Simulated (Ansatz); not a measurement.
Gas-phase electronic energies from Ansatz, PBE0-D4/def2-TZVP geometries. CCSD(T)/CBS is the MP2 limit (def2-TZVPP, def2-QZVPP) plus CCSD(T) − MP2 in def2-TZVPP, frozen cores. This one scheme is used for every species. Functionals use def2-TZVPP. B3LYP here is the variant with VWN-RPA as its local correlation; programs differ in this. HSE06 is defined as in plane-wave codes. Each species was taken in one conformer, which may not be the lowest.

`[BH2][AlH][OH]` + H₂O → `BO` + `[OH][AlH2]`  (formal hydrolysis of a B–Al bond)

`[BH2][AlH][OH]`:

Z-matrix (Å, degrees):
```
B
Al 1 2.121
H 1 1.199 2 122.7
H 1 1.199 2 122.7 3 -178.8
O 2 1.703 1 116.4 3 -90.7
H 2 1.595 1 125.1 3 89.3
H 5 0.956 2 123.0 1 179.9
```

H₂O:

```xyz
3

O    -0.036    0.380    0.077
H     0.376   -0.024   -0.690
H    -0.339   -0.356    0.613
```

`BO`:

```xyz
5

B     0.404   -0.103   -0.058
O    -0.755    0.008    0.620
H     1.325   -0.594    0.525
H     0.488    0.280   -1.194
H    -1.462    0.408    0.107
```

`[OH][AlH2]`:

Z-matrix (Å, degrees):
```
Al
O 1 1.696
H 1 1.585 2 119.7
H 1 1.577 2 116.0 3 -180.0
H 2 0.956 1 123.4 3 -0.0
```

```json
{"level": "LDA (SPW92)", "ΔE (kJ/mol)": "-186.0", "difference from CCSD(T)/CBS": "-15.2"}
{"level": "PBE-D4", "ΔE (kJ/mol)": "-173.2", "difference from CCSD(T)/CBS": "-2.4"}
{"level": "revPBE-D4", "ΔE (kJ/mol)": "-170.7", "difference from CCSD(T)/CBS": "0.1"}
{"level": "r2SCAN-D4", "ΔE (kJ/mol)": "-180.0", "difference from CCSD(T)/CBS": "-9.2"}
{"level": "B97M-V", "ΔE (kJ/mol)": "-189.9", "difference from CCSD(T)/CBS": "-19.1"}
{"level": "PBE0-D4", "ΔE (kJ/mol)": "-171.4", "difference from CCSD(T)/CBS": "-0.6"}
{"level": "B3LYP-D4", "ΔE (kJ/mol)": "-180.8", "difference from CCSD(T)/CBS": "-10.0"}
{"level": "r2SCAN0-D4", "ΔE (kJ/mol)": "-178.3", "difference from CCSD(T)/CBS": "-7.5"}
{"level": "HSE06-D4", "ΔE (kJ/mol)": "-171.5", "difference from CCSD(T)/CBS": "-0.7"}
{"level": "BHLYP-D4", "ΔE (kJ/mol)": "-181.0", "difference from CCSD(T)/CBS": "-10.2"}
{"level": "CAM-B3LYP-D4", "ΔE (kJ/mol)": "-185.7", "difference from CCSD(T)/CBS": "-14.9"}
{"level": "ωB97X-V", "ΔE (kJ/mol)": "-176.4", "difference from CCSD(T)/CBS": "-5.6"}
{"level": "ωB97M-V", "ΔE (kJ/mol)": "-181.8", "difference from CCSD(T)/CBS": "-11.0"}
{"level": "B2PLYP", "ΔE (kJ/mol)": "-183.4", "difference from CCSD(T)/CBS": "-12.6"}
{"level": "PBE-QIDH", "ΔE (kJ/mol)": "-176.0", "difference from CCSD(T)/CBS": "-5.2"}
{"level": "PBE", "ΔE (kJ/mol)": "-174.4", "difference from CCSD(T)/CBS": "-3.6"}
{"level": "revPBE", "ΔE (kJ/mol)": "-170.5", "difference from CCSD(T)/CBS": "0.3"}
{"level": "BLYP", "ΔE (kJ/mol)": "-184.0", "difference from CCSD(T)/CBS": "-13.2"}
{"level": "r2SCAN", "ΔE (kJ/mol)": "-180.4", "difference from CCSD(T)/CBS": "-9.6"}
{"level": "PBE0", "ΔE (kJ/mol)": "-172.5", "difference from CCSD(T)/CBS": "-1.7"}
{"level": "B3LYP", "ΔE (kJ/mol)": "-182.8", "difference from CCSD(T)/CBS": "-12.0"}
{"level": "r2SCANh", "ΔE (kJ/mol)": "-179.7", "difference from CCSD(T)/CBS": "-8.9"}
{"level": "r2SCAN0", "ΔE (kJ/mol)": "-178.8", "difference from CCSD(T)/CBS": "-8.0"}
{"level": "HSE06", "ΔE (kJ/mol)": "-172.7", "difference from CCSD(T)/CBS": "-1.9"}
{"level": "BHLYP", "ΔE (kJ/mol)": "-183.5", "difference from CCSD(T)/CBS": "-12.7"}
{"level": "CAM-B3LYP", "ΔE (kJ/mol)": "-187.1", "difference from CCSD(T)/CBS": "-16.3"}
{"level": "LC-ωPBE", "ΔE (kJ/mol)": "-175.1", "difference from CCSD(T)/CBS": "-4.3"}
{"level": "RPA@PBE/def2-TZVPP", "ΔE (kJ/mol)": "-174.6", "difference from CCSD(T)/CBS": "-3.8"}
{"level": "MP2/def2-SVP", "ΔE (kJ/mol)": "-207.6", "difference from CCSD(T)/CBS": "-36.8"}
{"level": "CCSD(T)/def2-SVP", "ΔE (kJ/mol)": "-200.8", "difference from CCSD(T)/CBS": "-30.0"}
{"level": "HF/def2-TZVPP", "ΔE (kJ/mol)": "-181.6", "difference from CCSD(T)/CBS": "-10.8"}
{"level": "MP2/def2-TZVPP", "ΔE (kJ/mol)": "-181.7", "difference from CCSD(T)/CBS": "-10.9"}
{"level": "CCSD/def2-TZVPP", "ΔE (kJ/mol)": "-173.9", "difference from CCSD(T)/CBS": "-3.1"}
{"level": "CCSD(T)/def2-TZVPP", "ΔE (kJ/mol)": "-175.2", "difference from CCSD(T)/CBS": "-4.4"}
{"level": "HF/def2-QZVPP", "ΔE (kJ/mol)": "-181.6", "difference from CCSD(T)/CBS": "-10.8"}
{"level": "MP2/def2-QZVPP", "ΔE (kJ/mol)": "-179.3", "difference from CCSD(T)/CBS": "-8.5"}
{"level": "SCS-MP2/def2-QZVPP", "ΔE (kJ/mol)": "-179.1", "difference from CCSD(T)/CBS": "-8.3"}
{"level": "HF/CBS(def2)", "ΔE (kJ/mol)": "-181.6", "difference from CCSD(T)/CBS": "-10.8"}
{"level": "MP2/CBS(def2)", "ΔE (kJ/mol)": "-177.4", "difference from CCSD(T)/CBS": "-6.6"}
{"level": "CCSD/CBS(def2)", "ΔE (kJ/mol)": "-169.6", "difference from CCSD(T)/CBS": "1.2"}
{"level": "CCSD(T)/CBS", "ΔE (kJ/mol)": "-170.8", "difference from CCSD(T)/CBS": "0"}
```

Largest T1 diagnostic among the species: 0.014.

Leaving LDA and LC-ωPBE aside and taking each functional with its dispersion term where it has one, the values spread over 19.2 kJ/mol, from B97M-V to revPBE-D4. LDA lies −11.6 kJ/mol from PBE without D4. At CCSD(T), def2-SVP lies −30.0 kJ/mol from the extrapolated value and def2-TZVPP −4.4 kJ/mol.
